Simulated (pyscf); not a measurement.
Structures and frequencies: ωB97X-D3(BJ)/def2-SVP in PySCF. Correlated levels are frozen-core, on RHF or UHF. ΔMP2 is the change of the MP2 total energy from the triple- to the quadruple-zeta basis.

**Question.** For the elementary gas-phase step Ag• + hydrogen chloride (HCl) -> Cl–Ag + H atom (H•) (doublet surface; Cl–H broken, Ag–Cl formed), what barrier and reaction energy does CCSD(T)/def2-TZVPP + ΔMP2(QZVPP) give, measured from the separated reactants?

**Answer.** ΔE‡ = 152.3 kJ/mol, ΔE = +140.3 kJ/mol. Zero-point energy shifts the barrier by -15.0 kJ/mol. It is an atom transfer, with an imaginary mode of 987i cm⁻¹. The products may also form a dative adduct at Cl–Ag; it and routes through it were not searched. The angle at the transferred Cl is 180°. The CCSD(T) − MP2 part came from Ansatz, without density fitting, on the same reference. The frozen core leaves the outer d or s,p core shells of the metals and heavy elements correlated in the MP2 and CC values, and def2-TZVPP describes them poorly, which can shift differences by a few kcal/mol. Open-shell species with a d-block atom are single-reference here; other states, and whether the spin sits on metal or ligand, were not checked. Elements past Kr carry the def2 core potentials, without spin-orbit coupling.
